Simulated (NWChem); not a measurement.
System: water (H₂O); SMILES O

Computed with NWChem. Coordinates come from a PBE-D3(BJ)/def2-SVP optimisation. Level: B3LYP/def2-SVP with COSMO at NWChem's default radii, gas-phase geometry; rows give the dielectric constant.

| dielectric constant | electrostatic solvation energy (kcal/mol) | dipole in solution (D) |
|---|---|---|
| 1.5 | -2.1 | 2.12 |
| 2.0 | -3.2 | 2.17 |
| 7.6 | -5.8 | 2.28 |
| 25.0 | -6.5 | 2.31 |
| 37.5 | -6.6 | 2.32 |
